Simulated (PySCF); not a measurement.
Geometries of 2 isomers of C5H9N, from PySCF 2.14.0, PBE0-D3(BJ)/def2-SVP geometry optimisation, gas phase. One conformer each, no zero-point energy, no frequencies.

Question: Which is lower in electronic energy at this level?
A.
```xyz
15
angstrom
C     -1.907    0.267    0.504
C     -0.639   -0.187   -0.202
C      0.111    0.905   -0.930
N      1.375    0.899   -0.826
C      1.760   -0.227    0.017
C      0.478   -0.722    0.706
H     -2.628    0.703   -0.205
H     -1.680    1.029    1.267
H     -2.405   -0.576    1.008
H     -0.913   -0.951   -0.957
H     -0.399    1.658   -1.550
H      2.549    0.079    0.721
H      2.211   -1.000   -0.633
H      0.446   -1.812    0.844
H      0.386   -0.260    1.704
```
B.
```xyz
15
angstrom
C      2.998   -0.075   -0.184
C      1.861   -0.492   -0.160
C      0.478   -0.950   -0.122
C     -0.527    0.189    0.093
C     -1.941   -0.360    0.196
N     -0.439    1.105   -1.027
H      4.012    0.279   -0.208
H      0.365   -1.698    0.680
H      0.235   -1.453   -1.074
H     -0.269    0.661    1.067
H     -2.212   -0.888   -0.731
H     -2.042   -1.052    1.045
H     -2.666    0.456    0.341
H      0.516    1.448   -1.120
H     -1.028    1.919   -0.865
```

Answer: A. That is `C[C@H]1C=NCC1`, 39.0 kcal/mol below the other.

```tsv
SMILES	atoms numbered as above	E (Eh)	relative (kcal/mol)	relative (kJ/mol)	dipole (D)
C[C@H]1C=NCC1	[CH3:1][C@H:2]1[CH:3]=[N:4][CH2:5][CH2:6]1	-250.21459	0.0	0.0	2.18
C#CC[C@H](C)N	[CH:1]#[C:2][CH2:3][C@H:4]([CH3:5])[NH2:6]	-250.15245	39.0	163.1	1.19
```

As drawn, the lower has a C=N bond, which the higher lacks; the higher has a C≡C bond and an N–H bond, which the lower lacks.
